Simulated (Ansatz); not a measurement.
Start from `NC1(F)CO1` and change one atom or group to get `NC1CO1`.

Ansatz, PBE0-D4/def2-TZVP geometries, multiplicity 1. Each molecule was computed in one conformer, which needn't be the lowest.

| property | `NC1(F)CO1` |
| --- | --- |
| HOMO–LUMO gap (PBE0/def2-TZVPP) / eV | 9.28 |
| LUMO energy (B3LYP/def2-TZVPP) / eV | 0.73 |
| size of the dipole moment (PBE/def2-TZVPP) / D | 1.85 |
| HOMO energy (PBE0/def2-TZVPP) / eV | -8.15 |
| HOMO–LUMO gap (B3LYP/def2-TZVPP) / eV | 8.63 |
| size of the dipole moment (ωB97M-V/def2-TZVPP) / D | 1.99 |

Task: What does the change do to each property? (Best estimate.)

Result: Computed: 
| property | `NC1CO1` | shift |
| --- | --- | --- |
| HOMO–LUMO gap (PBE0/def2-TZVPP) / eV | 8.55 | -0.73 |
| LUMO energy (B3LYP/def2-TZVPP) / eV | 0.90 | 0.17 |
| size of the dipole moment (PBE/def2-TZVPP) / D | 0.93 | -0.92 |
| HOMO energy (PBE0/def2-TZVPP) / eV | -7.26 | 0.89 |
| HOMO–LUMO gap (B3LYP/def2-TZVPP) / eV | 7.93 | -0.70 |
| size of the dipole moment (ωB97M-V/def2-TZVPP) / D | 0.99 | -1.00 |

With PBE0 the HOMO rises by 0.89 eV and the LUMO rises by 0.16 eV, so the gap narrows by about 0.73 eV. PBE moves the HOMO by 0.78 eV and ωB97M-V by 0.96 eV. Dipoles are sizes alone; their direction can turn.

B3LYP here is the variant with VWN-RPA as its local correlation; programs differ in this.
